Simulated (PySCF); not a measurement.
# Ways to converge the SCF of SiN

Do solver options change the result for SiN, or only the number of cycles?

The runs use PySCF 2.14.0; method and basis as typed in the scripts.

1 further run of the same task is left out (it didn't finish).

## Step 1: The system as given

SiN: 2 atoms, charge 0, spin multiplicity 2.

Bond lengths: Si1–N2 1.513 Å.

## Step 2: The run that the others are compared with

The input, input.py:

```python
from pyscf import gto, scf

mol = gto.M(
    atom='Si 0 0 0; N 0 0 1.513',
    basis='lanl2dz',
    ecp={'Si': 'lanl2dz'},
    charge=0,
    spin=1,
    verbose=3,
)
mf = scf.UHF(mol)
mf.kernel()
mf.nuc_grad_method().kernel()
mf.dip_moment()
print('orbital energies (hartree):', [e[max(0, n-3):n+3].round(4) for e, n in zip(mf.mo_energy, mol.nelec)])
```

On the command line:

```sh
$ python input.py
```

The log of this run is left out.

Base result: E(SCF) = -58.064641 Eh, ⟨S²⟩ = 1.185, μ = 1.07 D, gradient on the second atom -0.1066 Eh/bohr.

⟨S²⟩ = 1.18 against 0.75 for a pure state: the determinant is spin-contaminated. The bond length is a typed value, not an optimised one.

## Step 3: Smearing width 0.2 hartree

Variant 1 changes smearing width: none → 0.2 hartree; step after the SCF: gradient → none.

The input, input.py:

```python
from pyscf import gto, scf

mol = gto.M(
    atom='Si 0 0 0; N 0 0 1.513',
    basis='lanl2dz',
    ecp={'Si': 'lanl2dz'},
    charge=0,
    spin=1,
    verbose=3,
)
mf = scf.UHF(mol)
mf = scf.addons.smearing_(mf, sigma=0.2, method='fermi')
mf.kernel()
mf.dip_moment()
print('orbital energies (hartree):', [e[max(0, n-3):n+3].round(4) for e, n in zip(mf.mo_energy, mol.nelec)])
```

On the command line:

```sh
$ python input.py
```

## Step 4: DIIS space 12

Variant 2 changes DIIS space: default → 12.

Edit input.py of step 2 so:

```diff
@@ -11,2 +11,3 @@
 mf = scf.UHF(mol)
+mf.diis_space = 12
 mf.kernel()
```

## Step 5: Initial guess chk

Variant 3 changes initial guess: minao → chk.

Edit input.py of step 2 so:

```diff
@@ -11,2 +11,3 @@
 mf = scf.UHF(mol)
+mf.init_guess = 'chk'
 mf.kernel()
```

## Step 6: Second-order solver on

Variant 4 changes second-order solver: off → on.

Edit input.py of step 2 so:

```diff
@@ -11,2 +11,3 @@
 mf = scf.UHF(mol)
+mf = mf.newton()
 mf.kernel()
```

## Step 7: DIIS space 20

Variant 5 changes DIIS space: default → 20.

Edit input.py of step 2 so:

```diff
@@ -11,2 +11,3 @@
 mf = scf.UHF(mol)
+mf.diis_space = 20
 mf.kernel()
```

**Question.** What will these runs give? Wanted: for each run, E(SCF); from base; SCF dipole.

The runs gave:

```tsv
run	E(SCF) (hartree)	from base (eV)	SCF dipole (D)
base	-58.064641	0	1.07
smearing width 0.2 hartree (poor choice)	-57.050336	not comparable	1.26
DIIS space 12	-58.064641	0.0000	1.07
initial guess chk	-58.064641	0.0000	1.07
second-order solver on	-58.064641	0.0000	1.07
DIIS space 20	-58.064641	0.0000	1.07
```

The SCF energy stays the same, to the digits that matter, with DIIS space 12 or initial guess chk or second-order solver on or DIIS space 20. PySCF falls back to minao for a guess that it doesn't know or can't read, so that run repeats the base. Rows marked «poor choice» come from settings spoiled on purpose.
